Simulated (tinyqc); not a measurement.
Inside a calculation. Method: MP2 on RHF in the sto-3g basis, frozen core, for H2F+, spin multiplicity 1. One step of it, computed by the program tinyqc.

Problem. Iteration 9 (converged): orbitals. Diagonalise F' = X^T F X, C = X C', fill 5 alpha and 5 beta electrons from the bottom; D = 2 C_occ C_occ^T. Each column has its largest component positive (the first on a tie).

converged F (hartree), lower triangle:
```
             1F 1s      1F 2s     1F 2px     1F 2py     1F 2pz      2H 1s      3H 1s
1F 1s   -26.500752
1F 2s    -6.760357  -3.518344
1F 2px    0.000000   0.000000  -0.950511
1F 2py   -0.001907  -0.010963   0.000000  -0.826616
1F 2pz   -0.017318  -0.060022   0.000000  -0.004516  -0.887695
2H 1s    -0.827045  -0.904841   0.000000  -0.478505  -0.296260  -0.664130
3H 1s    -0.656206  -0.756755   0.000000   0.423231  -0.267501  -0.160214  -0.595927
```

X, lower triangle:
```
            1F 1s      1F 2s    1F 2px     1F 2py     1F 2pz      2H 1s     3H 1s
1F 1s    1.023188
1F 2s   -0.131293   1.091803
1F 2px   0.000000   0.000000  1.000000
1F 2py  -0.000952   0.009590  0.000000   1.042930
1F 2pz  -0.003112   0.027587  0.000000   0.003473   1.010931
2H 1s    0.015707  -0.171153  0.000000  -0.137528  -0.067186   1.074146
3H 1s    0.013186  -0.136769  0.000000   0.117069  -0.055480  -0.037626  1.052378
```

Give: F' = X^T F X; orbital energies; coefficients C; D after iteration 9.

Solution.

F' = X^T F X (hartree), lower triangle:
```
         1       2       3       4       5       6       7
1  -26.026
2   -3.422  -2.247
3    0.000   0.000  -0.951
4   -0.005   0.012   0.000  -0.674
5   -0.031   0.023   0.000   0.006  -0.843
6   -0.074  -0.385   0.000  -0.379  -0.218  -0.366
7   -0.044  -0.318   0.000   0.336  -0.194  -0.033  -0.379
```

orbital energies (hartree): MO1 -26.510, MO2 -1.922, MO3 -1.040, MO4 -0.954, MO5 -0.951, MO6 -0.145, MO7 0.035

coefficients C:
```
           MO1     MO2     MO3     MO4    MO5     MO6     MO7
1F 1s    0.995  -0.254   0.012   0.047  0.000   0.084   0.025
1F 2s    0.021   0.975  -0.061  -0.232  0.000  -0.476  -0.152
1F 2px   0.000   0.000   0.000   0.000  1.000   0.000   0.000
1F 2py   0.000   0.010   0.736  -0.079  0.000   0.141  -0.743
1F 2pz   0.001   0.061   0.081   0.897  0.000  -0.450  -0.113
2H 1s   -0.003   0.083   0.377   0.179  0.000   0.540   0.858
3H 1s   -0.003   0.070  -0.324   0.250  0.000   0.836  -0.523
```

D after iteration 9, lower triangle:
```
         1F 1s   1F 2s  1F 2px  1F 2py  1F 2pz   2H 1s  3H 1s
1F 1s    2.114
1F 2s   -0.477   2.017
1F 2px   0.000   0.000   2.000
1F 2py   0.006  -0.035   0.000   1.096
1F 2pz   0.058  -0.307   0.000  -0.020   1.631
2H 1s   -0.023   0.033   0.000   0.528   0.393   0.362
3H 1s   -0.025   0.059   0.000  -0.515   0.404  -0.143  0.345
```
